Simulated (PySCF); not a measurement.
# C4H6FO−: electronic excitations and core binding energies

What electronic excitations and core binding energies should C4H6FO− (`C/C([O-])=C(\C)F`) show?

The runs use PySCF 2.14.0, with density-fitted response routines of our own; the level of theory stands in each step. All values are computed, except where a source is named. Atoms count from 0, in the outputs and in this text.

**1. The molecule as given**

12 atoms, charge -1, multiplicity 1; geometry from: GFN2-xTB.

Bonds of the start (Å): C0–C1 1.55, C1–O2 1.26, C1–C3 1.36, C3–C4 1.50, C3–F5 1.42, C0–H6 1.09, C0–H7 1.09, C0–H8 1.09, C4–H9 1.09, C4–H10 1.10, C4–H11 1.10.

**2. Ultraviolet spectrum: CAM-B3LYP/def2-SVPD**

The job: settings as JSON, then the geometry in Å.

```
{"job": {"kind": "uv", "xc": "CAM-B3LYP", "basis": "def2-SVPD", "nstates": 8, "ntriplets": 3}, "charge": -1, "multiplicity": 1}
C     -1.440670    -0.515599     0.019059
C     -0.763519     0.871740    -0.136970
O     -1.507835     1.880612    -0.287302
C      0.594583     0.814356    -0.087900
C      1.467093    -0.390057     0.092630
F      1.367710     1.993266    -0.217666
H     -1.126055    -1.198667    -0.770994
H     -1.194591    -0.967498     0.980894
H     -2.518887    -0.379787    -0.040415
H      2.508271    -0.067963     0.119013
H      1.359747    -1.116509    -0.724113
H      1.255350    -0.924581     1.027737
```

Method: TDDFT CAM-B3LYP/def2-SVPD, vertical, gas phase, core orbitals frozen in the response.

Log:

```text
coarse grid: 10240 points
cycle   1  E = -330.4701167937  dE =  7.175e-01  |g| = 9.613e-01  |ddm| = 4.908e+00
cycle   2  E = -329.2413861860  dE =  1.229e+00  |g| = 2.406e+00  |ddm| = 5.547e+01
cycle   3  E = -330.6591390780  dE = -1.418e+00  |g| = 2.808e-01  |ddm| = 5.517e+01
cycle   4  E = -330.6725159797  dE = -1.338e-02  |g| = 1.692e-01  |ddm| = 6.545e-01
cycle   5  E = -330.6774174552  dE = -4.901e-03  |g| = 2.818e-02  |ddm| = 3.142e-01
cycle   6  E = -330.6775955041  dE = -1.780e-04  |g| = 1.357e-02  |ddm| = 1.097e-01
cycle   7  E = -330.6776424813  dE = -4.698e-05  |g| = 3.438e-03  |ddm| = 5.465e-02
cycle   8  E = -330.6776472209  dE = -4.740e-06  |g| = 6.436e-04  |ddm| = 2.399e-02
final grid: 99880 points
cycle   9  E = -330.7410565301  dE = -2.850e-05  |g| = 4.121e-03  |ddm| = 8.508e-02
cycle  10  E = -330.7410545791  dE =  1.951e-06  |g| = 5.446e-03  |ddm| = 1.410e-02
cycle  11  E = -330.7410599350  dE = -5.356e-06  |g| = 6.407e-04  |ddm| = 6.104e-03
cycle  12  E = -330.7410600044  dE = -6.933e-08  |g| = 2.703e-04  |ddm| = 1.270e-03
cycle  13  E = -330.7410600184  dE = -1.405e-08  |g| = 1.006e-04  |ddm| = 6.636e-04
cycle  14  E = -330.7410600205  dE = -2.090e-09  |g| = 1.657e-05  |ddm| = 1.957e-04
cycle  15  E = -330.7410600206  dE = -1.104e-10  |g| = 3.542e-06  |ddm| = 1.003e-04
converged SCF energy = -330.7410600206

Static polarisability (au): isotropic 66.748, principal 49.280 67.284 83.679

Singlet excitations
state   eV       nm        f      main configurations
  1   3.2064    386.7   0.00356   H->L 0.94
  2   4.1301    300.2   0.00058   H->L+1 0.97
  3   4.3701    283.7   0.00299   H->L+2 0.88
  4   4.9159    252.2   0.02482   H-1->L 0.73, H-1->L+1 0.13
  5   5.1170    242.3   0.02204   H->L+4 0.92
  6   5.2495    236.2   0.00153   H->L+3 0.68, H->L+5 0.22
  7   5.3832    230.3   0.00317   H->L+5 0.71, H->L+3 0.24
  8   5.6862    218.0   0.20830   H->L+6 0.41, H-1->L+1 0.35, H-1->L+2 0.10

Triplet excitations (Tamm-Dancoff, eV): 3.1184 3.9632 4.0940
```

It took 22 s on 1 thread, shared host.

Frontier orbitals and where they lie:

| orbital | eV | atoms |
| --- | --- | --- |
| HOMO−3 | -6.39 | O2 30 %, F5 28 %, C1 12 % |
| HOMO−2 | -5.44 | O2 47 %, C1 26 %, C0 8 % |
| HOMO−1 | -2.42 | O2 72 %, C1 11 %, C0 9 % |
| HOMO | -0.94 | C3 35 %, O2 28 %, C1 15 % |
| LUMO | 4.92 | C4 28 %, C0 12 %, H11 12 % |
| LUMO+1 | 5.57 | C0 26 %, H8 14 %, C4 11 % |
| LUMO+2 | 6.34 | F5 28 %, C3 24 %, O2 12 % |

With each of the 8 states as a Gaussian band of 0.4 eV half-width at 1/e, the curve within the window shown has maxima at 386 nm (ε 140), 218 nm (ε 8,700) L/(mol cm). Beyond the last state computed it falls off for lack of states. The curve at chosen wavelengths:

```tsv
nm	ε (L/mol/cm)
207	4830
218	8670
228	6524
239	3424
250	2151
261	1334
271	732
282	355
293	189
303	114
314	66
325	45
336	47
346	66
357	95
368	123
379	141
389	144
400	134
411	115
421	94
432	71
443	51
454	35
464	24
475	16
```

Further results of this job:

| property | computed |
| --- | --- |
| polarisability (Å³) | 9.89 |
| HOMO–LUMO gap (eV) | 5.86 |
| −ε(HOMO) (eV) | 0.94 |

**3. X-ray photoelectron lines: SCAN, X2C**

The job, as its differences from that of step 2:

```diff
@@ -1,2 +1,2 @@
-{"job": {"kind": "uv", "xc": "CAM-B3LYP", "basis": "def2-SVPD", "nstates": 8, "ntriplets": 3}, "charge": -1, "multiplicity": 1}
+{"job": {"kind": "xps"}, "charge": -1, "multiplicity": 1}
 C     -1.440670    -0.515599     0.019059
```

Level: delta-SCF UKS SCAN, pcX-2 on the ionised atom, pcseg-1 elsewhere, spin-free X2C.

Log:

```text
ground state, core basis on atom 0 (C), 145 functions
  cycle   1  E = -330.89107646  |g| = 9.70e-01
  cycle   2  E = -327.75432934  |g| = 2.96e+00
  cycle   3  E = -330.97910339  |g| = 7.06e-01
  cycle   4  E = -331.10107165  |g| = 1.80e-01
  cycle   5  E = -331.10373751  |g| = 1.44e-01
  cycle   6  E = -331.10864060  |g| = 3.25e-02
  cycle   7  E = -331.10891013  |g| = 7.36e-03
  cycle   8  E = -331.10892267  |g| = 2.10e-03
  cycle   9  E = -331.10892525  |g| = 5.40e-04
  cycle  10  E = -331.10892459  |g| = 1.55e-04
  E(ground) = -331.11765893 Eh
hole in C 1s of atom 0
  cycle   1  E = -320.04944220  |g| = 1.51e+00
  cycle   2  E = -317.48924874  |g| = 2.54e+00
  cycle   3  E = -320.27392890  |g| = 8.77e-01
  cycle   4  E = -320.49937786  |g| = 5.16e-01
  cycle   5  E = -320.55025881  |g| = 3.35e-01
  cycle   6  E = -320.60647914  |g| = 1.02e-01
  cycle   7  E = -320.61123442  |g| = 3.14e-02
  cycle   8  E = -320.61168983  |g| = 9.97e-03
  cycle   9  E = -320.61172747  |g| = 5.59e-03
  cycle  10  E = -320.61174048  |g| = 1.27e-03
  cycle  11  E = -320.61174179  |g| = 6.46e-04
  cycle  12  E = -320.61174179  |g| = 3.41e-04
  E(ion) = -320.62053823 Eh   <S^2> = 0.7687   hole on atom = 1.000   binding energy = 285.641 eV
ground state, core basis on atom 1 (C), 145 functions
  cycle   1  E = -331.11597647  |g| = 5.99e-02
  cycle   2  E = -331.11564292  |g| = 4.43e-02
  cycle   3  E = -331.11542894  |g| = 5.49e-02
  cycle   4  E = -331.11607677  |g| = 1.05e-02
  cycle   5  E = -331.11610530  |g| = 1.29e-03
  cycle   6  E = -331.11610683  |g| = 3.96e-04
  E(ground) = -331.12508366 Eh
hole in C 1s of atom 1
  cycle   1  E = -320.04109813  |g| = 1.52e+00
  cycle   2  E = -318.84103096  |g| = 2.18e+00
  cycle   3  E = -320.42730796  |g| = 6.27e-01
  cycle   4  E = -320.40356506  |g| = 6.50e-01
  cycle   5  E = -320.59447351  |g| = 2.15e-01
  cycle   6  E = -320.61050700  |g| = 8.20e-02
  cycle   7  E = -320.61334398  |g| = 2.61e-02
  cycle   8  E = -320.61382156  |g| = 1.09e-02
  cycle   9  E = -320.61408129  |g| = 8.26e-03
  cycle  10  E = -320.61437822  |g| = 7.23e-03
  cycle  11  E = -320.61475738  |g| = 4.47e-03
  cycle  12  E = -320.61485402  |g| = 2.37e-03
  cycle  13  E = -320.61485862  |g| = 1.54e-03
  cycle  14  E = -320.61486432  |g| = 9.12e-04
  cycle  15  E = -320.61486423  |g| = 2.91e-04
  E(ion) = -320.62249124 Eh   <S^2> = 0.9126   hole on atom = 1.000   binding energy = 285.790 eV
ground state, core basis on atom 2 (O), 145 functions
  cycle   1  E = -331.14098394  |g| = 1.03e-01
  cycle   2  E = -331.13697983  |g| = 1.44e-01
  cycle   3  E = -331.14037959  |g| = 7.45e-02
  cycle   4  E = -331.14154794  |g| = 6.67e-03
  cycle   5  E = -331.14155659  |g| = 1.27e-03
  cycle   6  E = -331.14155767  |g| = 5.70e-04
  cycle   7  E = -331.14155691  |g| = 1.50e-04
  E(ground) = -331.14749005 Eh
hole in O 1s of atom 2
  cycle   1  E = -310.82835531  |g| = 2.23e+00
  cycle   2  E = -310.27349160  |g| = 2.25e+00
  cycle   3  E = -311.50587665  |g| = 6.01e-01
  cycle   4  E = -311.51361772  |g| = 5.37e-01
  cycle   5  E = -311.67177571  |g| = 7.24e-02
  cycle   6  E = -311.67343740  |g| = 4.15e-02
  cycle   7  E = -311.67416727  |g| = 1.47e-02
  cycle   8  E = -311.67423803  |g| = 4.54e-03
  cycle   9  E = -311.67425413  |g| = 1.58e-03
  cycle  10  E = -311.67426313  |g| = 1.13e-03
  cycle  11  E = -311.67426841  |g| = 8.11e-04
  cycle  12  E = -311.67427227  |g| = 4.27e-04
  E(ion) = -311.68222418 Eh   <S^2> = 0.7672   hole on atom = 1.000   binding energy = 529.677 eV
ground state, core basis on atom 3 (C), 145 functions
  cycle   1  E = -331.11384022  |g| = 6.03e-02
  cycle   2  E = -331.11340995  |g| = 5.11e-02
  cycle   3  E = -331.11336303  |g| = 5.36e-02
  cycle   4  E = -331.11394781  |g| = 1.26e-02
  cycle   5  E = -331.11398372  |g| = 2.40e-03
  cycle   6  E = -331.11398441  |g| = 3.43e-04
  E(ground) = -331.12301972 Eh
hole in C 1s of atom 3
  cycle   1  E = -320.04960041  |g| = 1.52e+00
  cycle   2  E = -315.98745287  |g| = 3.00e+00
  cycle   3  E = -319.73546897  |g| = 1.43e+00
  cycle   4  E = -320.57640467  |g| = 3.78e-01
  cycle   5  E = -320.56447096  |g| = 4.30e-01
  cycle   6  E = -320.62714296  |g| = 8.68e-02
  cycle   7  E = -320.62996474  |g| = 2.04e-02
  cycle   8  E = -320.63014653  |g| = 6.63e-03
  cycle   9  E = -320.63017296  |g| = 1.85e-03
  cycle  10  E = -320.63017580  |g| = 1.32e-03
  cycle  11  E = -320.63017790  |g| = 4.35e-04
  E(ion) = -320.63966003 Eh   <S^2> = 0.7729   hole on atom = 1.000   binding energy = 285.267 eV
ground state, core basis on atom 4 (C), 145 functions
  cycle   1  E = -331.10856626  |g| = 5.98e-02
  cycle   2  E = -331.10823376  |g| = 4.53e-02
  cycle   3  E = -331.10824103  |g| = 4.43e-02
  cycle   4  E = -331.10863823  |g| = 1.61e-02
  cycle   5  E = -331.10869280  |g| = 1.97e-03
  cycle   6  E = -331.10869531  |g| = 2.66e-04
  E(ground) = -331.11743318 Eh
hole in C 1s of atom 4
  cycle   1  E = -320.03022368  |g| = 1.50e+00
  cycle   2  E = -314.59163727  |g| = 3.20e+00
  cycle   3  E = -319.86825197  |g| = 1.20e+00
  cycle   4  E = -320.46997189  |g| = 5.22e-01
  cycle   5  E = -320.54970687  |g| = 2.72e-01
  cycle   6  E = -320.58619607  |g| = 6.23e-02
  cycle   7  E = -320.58757794  |g| = 3.35e-02
  cycle   8  E = -320.58804115  |g| = 6.94e-03
  cycle   9  E = -320.58806457  |g| = 3.17e-03
  cycle  10  E = -320.58806974  |g| = 1.68e-03
  cycle  11  E = -320.58807183  |g| = 7.31e-04
  cycle  12  E = -320.58807206  |g| = 4.08e-04
  E(ion) = -320.59600576 Eh   <S^2> = 0.7681   hole on atom = 1.000   binding energy = 286.303 eV
ground state, core basis on atom 5 (F), 145 functions
  cycle   1  E = -331.15703061  |g| = 1.14e-01
  cycle   2  E = -331.15680429  |g| = 3.75e-02
  cycle   3  E = -331.15574453  |g| = 7.69e-02
  cycle   4  E = -331.15709068  |g| = 1.23e-02
  cycle   5  E = -331.15712109  |g| = 1.73e-03
  cycle   6  E = -331.15712104  |g| = 3.51e-04
  E(ground) = -331.16754096 Eh
hole in F 1s of atom 5
  cycle   1  E = -305.02671219  |g| = 2.58e+00
  cycle   2  E = -303.23974946  |g| = 2.72e+00
  cycle   3  E = -304.41535666  |g| = 1.66e+00
  cycle   4  E = -305.89214543  |g| = 3.19e-01
  cycle   5  E = -305.92148282  |g| = 1.23e-01
  cycle   6  E = -305.92760384  |g| = 4.61e-02
  cycle   7  E = -305.92860207  |g| = 1.08e-02
  cycle   8  E = -305.92863401  |g| = 6.31e-03
  cycle   9  E = -305.92865140  |g| = 8.63e-04
  cycle  10  E = -305.92865114  |g| = 2.88e-04
  E(ion) = -305.94501262 Eh   <S^2> = 0.7573   hole on atom = 1.000   binding energy = 686.340 eV
```

Run time: 58 s. Hardware: 1 thread, shared host.

Binding energies by hole, beside the orbital energy of the ground state; the difference holds orbital relaxation and, for a density functional, its self-interaction error:

| hole | stands for | environment | ΔSCF (eV) | −ε (eV) | ⟨S²⟩ |
| --- | --- | --- | --- | --- | --- |
| C1s on C0 | C0 | allylic methyl carbon | 285.64 | 268.6 | 0.769 |
| C1s on C1 | C1 | fully substituted alkene carbon | 285.79 (doubtful) | 269.0 | 0.913 |
| O1s on O2 | O2 | oxygen bonded to C | 529.68 | 508.7 | 0.767 |
| C1s on C3 | C3 | fully substituted alkene carbon | 285.27 | 268.7 | 0.773 |
| C1s on C4 | C4 | allylic methyl carbon | 286.30 | 269.1 | 0.768 |
| F1s on F5 | F5 | vinylic fluorine | 686.34 | 660.6 | 0.757 |

Doubtful: the ion did not converge, its hole moved, or its ⟨S²⟩ is well above 0.75.

**4. Outcome**

| quantity | value |
| --- | --- |
| lowest singlet (CAM-B3LYP/def2-SVPD) | 3.21 eV (387 nm), f = 0.004 |
| brightest single state of those computed | state 8, 5.69 eV, f = 0.208 |
| lowest triplet | 3.12 eV |
| C1s binding energies, SCAN/pcX-2 (standing for 3 of 4 atoms) | C4 286.30, C0 285.64, C3 285.27 eV |
| O1s binding energies, SCAN/pcX-2 | O2 529.68 eV |
| F1s binding energies, SCAN/pcX-2 | F5 686.34 eV |

**Reading.** The lowest singlet, at 3.21 eV, is HOMO→LUMO 0.94 and is weak; of the 8 states computed, the strongest absorption comes from state 8 at 5.69 eV (the last computed, so partners may be missing). The lowest triplet lies 0.09 eV below the lowest singlet (triplets in Tamm-Dancoff, singlets in full TDDFT). The lowest singlet lies above −ε(HOMO); no detachment energy was computed, so the anion's states may not be bound. C4 (allylic methyl carbon) binds its C1s electron 1.04 eV more tightly than C3 (fully substituted alkene carbon). Only 3 of the 4 C atoms are covered by sound results.
